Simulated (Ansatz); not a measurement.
# CHFSi (triplet): the correlation ladder, cc-pVDZ

How much of the correlation energy of CHFSi (triplet) does each wave-function method recover here?

Program: Ansatz 0.2.0, Gaussian basis. Level of theory: cc-pVDZ, core rule «outside noble gas», up to 7 orbitals frozen. These are calculated values, not measurements.

Plan: UHF; CCSD(T) on ROHF; CCSD(T) on UHF; BCCD(T) on ROHF; CISD as a restricted active space (open shells left free, so some higher excitations enter); CCSDT(Q) on ROHF; CCSDT(Q) on UHF.

4 further runs of the same task are left out: 4 set aside as unsound or not needed. Runs told in other sessions of the task aren't counted.

## (1) The system

The geometry is a PBE0/def2-TZVP stationary point (not a proven minimum).

4 atoms, charge 0, spin multiplicity 3.

Atoms are counted from 1 here; the program's logs count them from 0.

Bond lengths: F1–C2 1.331 Å, C2–Si3 1.857 Å, C2–H4 1.094 Å. Angles: F1–C2–Si3 123.4°, F1–C2–H4 109.0°, Si3–C2–H4 127.6°.

## (2) UHF

The input, in.yaml:

```yaml
crystal:
  periodic: [false, false, false]
  atoms:
    - {symbol: F, position_ang: [0.000000, -0.300700, 1.533384]}
    - {symbol: C, position_ang: [0.000000, 0.518965, 0.484561]}
    - {symbol: Si, position_ang: [0.000000, -0.074287, -1.274648]}
    - {symbol: H, position_ang: [0.000000, 1.553738, 0.840684]}
basis:
  gaussian: {orbitals: cc-pVDZ}
magnetization: {spin_polarized: true, initial_magnetization: 2}
hamiltonian: {xc: hf}
output: {orbitals: {seedname: orbitals}}
```

Run with:

```sh
ansatz run in.yaml --threads 1 --pin off --events-out ev --progress --plain --max-ram 2560MiB --backend cpu
```

After this run come: CCSD(T) on ROHF; CCSD(T) on UHF; BCCD(T) on ROHF; CISD as a restricted active space (open shells left free, so some higher excitations enter); CCSDT(Q) on ROHF; CCSDT(Q) on UHF.

**Question.** What will the summary of the whole plan be? Wanted: UCCSDT(Q) from the RHF energy; RMP2 from UCCSDT(Q); UMP2 from UCCSDT(Q); RCCSD from UCCSDT(Q); RCCSD(T) from UCCSDT(Q); UCCSD(T) from UCCSDT(Q); RCCSDT(Q) from UCCSDT(Q); T1 diagnostic.

**Answer**, as computed:

| quantity | value |
| --- | --- |
| UCCSDT(Q) from the ROHF energy | -11.1562 eV |
| RMP2 from UCCSDT(Q) | +114.9 kJ/mol |
| UMP2 from UCCSDT(Q) | +119.1 kJ/mol |
| RCCSD from UCCSDT(Q) | +32.8 kJ/mol |
| RCCSD(T) from UCCSDT(Q) | +5.6 kJ/mol |
| UCCSD(T) from UCCSDT(Q) | +5.6 kJ/mol |
| RCCSDT(Q) from UCCSDT(Q) | +0.3 kJ/mol |
| levels within 1 kcal/mol (43 meV) | RCCSDT, UCCSDT, RCCSDT(Q) |
| T1 diagnostic | 0.025 |

**Reading.** RCCSD(T) lands +5.6 kJ/mol from the yardstick (0.5 % of the correlation energy). These misses are within one basis, not against nature; the frozen cores of restricted and unrestricted runs differ, which can shift their rows.

With open shells the CI space here admits some higher excitations, so it is larger than plain CISD.
